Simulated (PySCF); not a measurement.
Species: C4H8O.
Structure used (PBE0-D3(BJ)/def2-SVP), in Å, numbered top down from 1:
```
atom  x, y, z in Å
O1     2.0379   -0.8444   -0.6632
C2     1.3199    0.2184   -0.0987
C3    -0.1306    0.2177   -0.4956
C4    -1.0978   -0.6625    0.2487
C5    -1.1614    0.8280    0.4027
H6     1.5554   -1.6532   -0.4601
H7     1.3864    0.2229    1.0107
H8     1.8081    1.1436   -0.4456
H9    -0.2971    0.3140   -1.5741
H10   -0.7170   -1.2426    1.0962
H11   -1.8873   -1.1637   -0.3168
H12   -0.8210    1.2563    1.3504
H13   -1.9957    1.3654   -0.0546
```

Probes without a nucleus sit at each ring's centroid and 1 Å off its mean plane on both sides; NICS is minus the shielding there, NICSzz its component along the normal. Level: GIAO PBE0/pcSseg-1 (PySCF, non-relativistic, gas phase) on the PBE0-D3(BJ)/def2-SVP geometry, one conformer.

Ring bond lengths (Å), with Mayer bond orders in brackets: C3–C4 1.505 (0.94), C4–C5 1.500 (0.97), C5–C3 1.497 (0.94).

Q: Give the NICS values of each ring in ppm.

A: 
```csv
ring,type,NICS(0),"NICS(1), two faces","NICS(1)zz, two faces",rms pucker (Å),"centre to ring atoms, mean (Å)"
C3–C4–C5,3-membered carbocycle; formal bonds all single,-43.3,-8.8 / -9.0,-23.8 / -22.1,0.00,0.87
```

Q: What can be read from them?

A: 
- C3–C4–C5: mean NICS(1)zz -23.0 ppm, shielded. C3, C4, C5 have four or more neighbours, so the value isn't read as a sign of a π ring current. NICS(0) lies 34 ppm below the mean NICS(1).

Q: What is the mean of the two in-plane components of NICS at the second NICS(1) probe listed for ring C3–C4–C5, 1 Å off the ring?

A: The isotropic value is a third of the trace: (3 × -9.0 − (-22.1))/2 = -2.4 ppm.

Q: What are the shieldings of the ring atoms and their hydrogens in the same run (means over atoms taken as equivalent)?

A: 
```tsv
atoms	environment	σ isotropic (ppm)	principal values of the symmetric part, first atom (ppm)
C3	three-membered-ring carbon	168.7	133.0, 159.0, 214.0
C4 (×2)	three-membered-ring carbon	180.9	147.8, 174.1, 218.9
H9	methine hydrogen	30.33	24.3, 27.6, 39.1
H10 (×2)	methylene hydrogen	31.28	26.3, 27.8, 39.9
H11 (×2)	methylene hydrogen	30.82	25.1, 26.5, 40.9
```

Q: How do the values depend on the level or the medium?

A: 
```csv
level,"NICS(0), C3–C4–C5","mean NICS(1)zz, C3–C4–C5"
"PBE0/pcSseg-1, gas",-43.3,-23.0
"WP04/pcSseg-2, gas",-42.0,-22.4
"B3LYP/pcSseg-2, gas",-43.1,-23.4
"B97-D/pcSseg-2, gas",-43.1,-23.1
"BLYP/pcSseg-2, gas",-42.6,-23.1
"BP86/pcSseg-2, gas",-43.3,-23.3
"HF/pcSseg-2, gas",-43.6,-24.2
"KT2/pcSseg-2, gas",-42.4,-23.1
```

The geometry is the same throughout.

On one thread, Arm Neoverse V1, on a shared host, this took 13 s. This is the whole shielding run at PBE0/pcSseg-1, SCF included.
